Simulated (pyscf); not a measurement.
H₃Si–Te–SiH₃ (SMILES [SiH3][Te][SiH3]) + H₂ (SMILES [H][H]) → SiH₄ (SMILES [SiH4]) + H₃Si–TeH (SMILES [SiH3][TeH]) (four-centre exchange; singlet surface; Si–Te, H–H broken, H–Si, H–Te formed). PySCF, gas phase, ωB97X-D3(BJ)/def2-SVP geometries. Energies in kJ/mol from the separated reactants.

```json
[
 {"level": "ωB97X-D3(BJ)/def2-TZVP", "barrier": "246.1", "reaction energy": "+62.7"},
 {"level": "r²SCAN/def2-TZVP", "barrier": "214.7", "reaction energy": "+43.8"},
 {"level": "B3LYP-D3(BJ)/def2-TZVP", "barrier": "[?]", "reaction energy": "[?]"},
 {"level": "M06-2X/def2-TZVP", "barrier": "[?]", "reaction energy": "+48.6"},
 {"level": "ωB97M-D3(BJ)/def2-TZVP", "barrier": "232.1", "reaction energy": "+35.3"},
 {"level": "HF/def2-TZVP", "barrier": "296.7", "reaction energy": "+12.9"}
]
```

Problem. Complete the blanks.

Solution. 
- B3LYP-D3(BJ)/def2-TZVP, barrier: 224.8
- B3LYP-D3(BJ)/def2-TZVP, reaction energy: +40.1
- M06-2X/def2-TZVP, barrier: 232.6

The functionals in the table span 31.4 kJ/mol in this barrier, from r²SCAN to ωB97X-D3(BJ)/def2-TZVP. One saddle was located; it need not be the lowest between these sides. Elements past Kr carry the def2 core potentials, without spin-orbit coupling.
